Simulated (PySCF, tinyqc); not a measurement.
Inside a calculation. Method: CIS and TDHF on RHF in the sto-3g basis, frozen core, for LiH, spin multiplicity 1. The lowest restricted solution is unstable here: a spin-polarised one lies 0.0026 hartree lower (PySCF). One step of it, computed by the program tinyqc.

Question. CIS matrix, triplets. A(ia,jb) = (e_a - e_i) d_ij d_ab - (ij|ab).

orbital energies (hartree): MO1 -2.366199, MO2 -0.237312, MO3 0.070990, MO4 0.160618, MO5 0.160618, MO6 0.393419

Two-electron integrals over orbitals (pq|rs), unique and non-zero (hartree); the lowest 1 orbital is frozen and left out:
```
(22|22) 0.450605    (32|22) -0.059780   (32|32) 0.021690    (33|22) 0.213043
(33|32) 0.014619    (33|33) 0.328304    (42|42) 0.021195    (43|42) 0.020344
(43|43) 0.041380    (44|22) 0.244740    (44|32) 0.013785    (44|33) 0.279559
(44|44) 0.312946    (52|52) 0.021195    (53|52) 0.020344    (53|53) 0.041380
(54|54) 0.016869    (55|22) 0.244740    (55|32) 0.013785    (55|33) 0.279559
(55|44) 0.279207    (55|55) 0.312946    (62|22) 0.107871    (62|32) -0.044698
(62|33) -0.018539   (62|44) -0.037124   (62|55) -0.037124   (62|62) 0.130722
(63|22) -0.058113   (63|32) 0.017706    (63|33) 0.036715    (63|44) 0.008155
(63|55) 0.008155    (63|62) -0.039512   (63|63) 0.031404    (64|42) -0.018412
(64|43) -0.011911   (64|64) 0.019201    (65|52) -0.018412   (65|53) -0.011911
(65|65) 0.019201    (66|22) 0.422304    (66|32) -0.049308   (66|33) 0.238703
(66|44) 0.258285    (66|55) 0.258285    (66|62) 0.097780    (66|63) -0.046585
(66|66) 0.417988
```

Give: CIS matrix A, triplet.

Answer.

CIS matrix A, triplet (hartree):
```
       2>3    2>4    2>5    2>6
2>3  0.095  0.000  0.000  0.058
2>4  0.000  0.153  0.000  0.000
2>5  0.000  0.000  0.153  0.000
2>6  0.058  0.000  0.000  0.208
```
